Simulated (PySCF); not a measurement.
A species of formula C3H7NO has this rotational fingerprint, computed with PySCF 2.14.0, PBE0-D3(BJ)/def2-TZVP geometry optimisation, gas phase:

```
Rotational constants : A = 12340, B = 3000, C = 2742 MHz
Dipole components    : |μa| = 2.74 D, |μb| = 2.83 D, |μc| = 0.26 D
Inertial defect      : -25.11 u·Å²
κ                    : -0.95
```

Question: Which candidate fits, each taken in the one conformer that was computed?
A. `[CH3:1][CH2:2][C:3]([NH2:4])=[O:5]` with C1–C2–C3–N4 171°, C2–C3–N4–H 5° and 175° (propanamide)
B. `[CH3:1][CH2:2][NH:3][CH:4]=[O:5]` with C1–C2–N3–C4 111°, C2–N3–C4–O5 3°
C. `[CH3:1][N:2]([CH3:3])[CH:4]=[O:5]` with C1–N2–C4–O5 179°
D. `[CH3:1][NH:2][C:3]([CH3:4])=[O:5]` with C1–N2–C3–C4 180° (N-methylacetamide)

Answer: B. It is CCNC=O, a near-prolate asymmetric top, point group C1. The candidates at the same level (rigid rotor, commonest isotopes):

```json
{"SMILES": "CCC(N)=O", "A (MHz)": "9948", "B (MHz)": "3834", "C (MHz)": "2873", "μa (D)": "0.85", "μb (D)": "3.64", "μc (D)": "0.15", "Δ (u·Å²)": "-6.69", "point group": "near Cs", "rotor": "asymmetric top"}
{"SMILES": "CCNC=O", "A (MHz)": "12340", "B (MHz)": "3000", "C (MHz)": "2742", "μa (D)": "2.74", "μb (D)": "2.83", "μc (D)": "0.26", "Δ (u·Å²)": "-25.11", "point group": "C1", "rotor": "near-prolate asymmetric top"}
{"SMILES": "CNC(C)=O", "A (MHz)": "10014", "B (MHz)": "3908", "C (MHz)": "2914", "μa (D)": "0.85", "μb (D)": "3.75", "μc (D)": "0.01", "Δ (u·Å²)": "-6.34", "point group": "near Cs", "rotor": "asymmetric top"}
{"SMILES": "CN(C)C=O", "A (MHz)": "9038", "B (MHz)": "4242", "C (MHz)": "2996", "μa (D)": "3.99", "μb (D)": "0.44", "μc (D)": "0.00", "Δ (u·Å²)": "-6.35", "point group": "near Cs", "rotor": "asymmetric top"}
```

`CNC(C)=O` has B 30 % too high; `CCC(N)=O` has B 28 % too high; `CN(C)C=O` has B 41 % too high. No structure here is proved a minimum.
